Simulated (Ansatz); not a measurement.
# PH3 (singlet): the correlation ladder, cc-pV(Q+d)Z

One table from this session's results is given with a row withheld; the runs are named, their logs left out.

The runs use Ansatz 0.2.0, Gaussian basis; cc-pV(Q+d)Z, core rule «outside noble gas», up to 5 orbitals frozen.

The runs, in order: UHF; CCSD(T) on RHF; BCCD(T) on RHF; CCSDT(Q) on RHF; CASSCF and MRCISD+Q, 8 electrons in 7 orbitals; CASSCF and NEVPT2, 8 electrons in 7 orbitals.

10 further runs of the same task are left out: 1 that didn't finish, 9 set aside as unsound or not needed.

### The geometry

The geometry is an MP2(full)/6-31G* stationary point (not a proven minimum).

4 atoms, charge 0, spin multiplicity 1.

Atoms are counted from 1 here; the program's logs count them from 0.

Bond lengths: P1–H2 1.414 Å, P1–H3 1.414 Å, P1–H4 1.414 Å. Angles: H2–P1–H3 94.6°, H2–P1–H4 94.6°, H3–P1–H4 94.6°.

Geometry (Å):

```xyz
4
H3P
P     0.0000    0.0000    0.0665
H     0.0000    1.2006   -0.6812
H     1.0398   -0.6003   -0.6812
H    -1.0398   -0.6003   -0.6812
```

The first run:

Contents of in.yaml:

```yaml
crystal:
  periodic: [false, false, false]
  atoms:
    - {symbol: P, position_ang: [0.000000, 0.000000, 0.066503]}
    - {symbol: H, position_ang: [-0.000001, 1.200646, -0.681212]}
    - {symbol: H, position_ang: [1.039791, -0.600324, -0.681211]}
    - {symbol: H, position_ang: [-1.039791, -0.600324, -0.681210]}
basis:
  gaussian: {orbitals: "cc-pV(Q+d)Z.json"}
magnetization: {spin_polarized: true, initial_magnetization: 0}
hamiltonian: {xc: hf}
output: {orbitals: {seedname: orbitals}}
```

Command:

```sh
$ ansatz run in.yaml --threads 1 --pin off --events-out ev --progress --plain --max-ram 2764MiB --backend cpu
```

Among the steps run: UHF; CCSD(T) on RHF; BCCD(T) on RHF; CCSDT(Q) on RHF; CASSCF and MRCISD+Q, 8 electrons in 7 orbitals; CASSCF and NEVPT2, 8 electrons in 7 orbitals.

One of the session's tables, all rows but one given; the rest of the session is left out.

It belongs to the step «Misses and costs». 

| method | from RCCSDT(Q) (meV) |
| --- | --- |
| RHF | +5894.8 |
| RMP2 | +946.7 |
| RCCSD | +237.1 |
| RCCSD(T) | +31.1 |
| BCCD(T) | +30.5 |
| RCCSDT | +8.5 |
| RCCSDT(Q) | 0 |
| CASSCF valence | +4580.2 |
| NEVPT2 valence | ? |
| MRCISD valence | +350.6 |
| MRCISD+Q valence | +55.1 |

Q: Estimate the row for NEVPT2 valence from the others.

**Answer.** from RCCSDT(Q) (meV): +1090.3. In the column «from RCCSDT(Q) (meV)» it lies between RMP2 (+946.7) and CASSCF valence (+4580.2).

With the free atoms at the same levels and basis (separate runs), the atomisation energy is 10.385 eV at RCCSDT(Q), 10.378 eV at RCCSD(T), 7.496 eV at RHF.
